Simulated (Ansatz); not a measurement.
Geometry optimisation, RKS BLYP/def2-SVP in Ansatz.

Input:

```yaml
crystal:
  periodic: [false, false, false]
  atoms:
    - { symbol: B, position_ang: [0.0, 0.0, 0.0] }
    - { symbol: H, position_ang: [0.7099, 0.0, 1.1951] }
    - { symbol: O, position_ang: [1.6038, 0.0, 0.1408] }
    - { symbol: H, position_ang: [1.9037, -0.9519, -0.0141] }
    - { symbol: Cl, position_ang: [-1.6108, 0.0, -0.93] }
basis:
  gaussian: { orbitals: def2-SVP }
hamiltonian:
  xc: blyp
relax:
  f_tol: 0.15
  max_steps: 25
  restrain:
    - { distance: [1, 2], at: 2.21, k: 30.0 }
    - { distance: [0, 1], at: 1.19, k: 30.0 }
    - { distance: [0, 2], at: 1.41, k: 30.0 }
```

Command:

```bash
$ ansatz run input.yaml --threads 1 --pin off --max-ram 2048MiB --backend cpu --events-out ev --progress --plain --runs-dir out
```

Where does it end, and by what steps?

It converged. The restraints hold the end off the free minimum; the threshold counts their pulls, which the force column leaves out. Restrained pairs: H2–O3 (1.38 → 2.23 Å), B1–H2 (1.39 → 1.19 Å), B1–O3 (1.61 → 1.38 Å). After 8 steps the energy has fallen by 5.091 eV (the restraints' own energy left out); O3 moved furthest, 0.80 Å.

```csv
step,energy less start (eV),largest force component (eV/Å),accepted
0,0.0000,4.192,yes
1,-1.7825,3.496,yes
2,-3.2735,3.318,yes
3,-4.4148,1.761,yes
4,-4.8359,1.453,yes
5,-5.0485,1.757,yes
6,-5.0539,1.723,yes
7,-5.0626,1.977,yes
8,-5.0908,0.894,yes
```

```xyz
5
Properties=species:S:1:pos:R:3
B 0.202 -0.112 0.175
H 0.199 -0.065 1.366
O 1.364 -0.408 -0.499
H 2.104 -0.555 0.121
Cl -1.261 0.188 -0.770
```

Run time: 15 s on 1 thread of AMD EPYC 7R43 64-Core Processor (Zen 3), with other jobs on the host, peak memory 0.13 GiB.
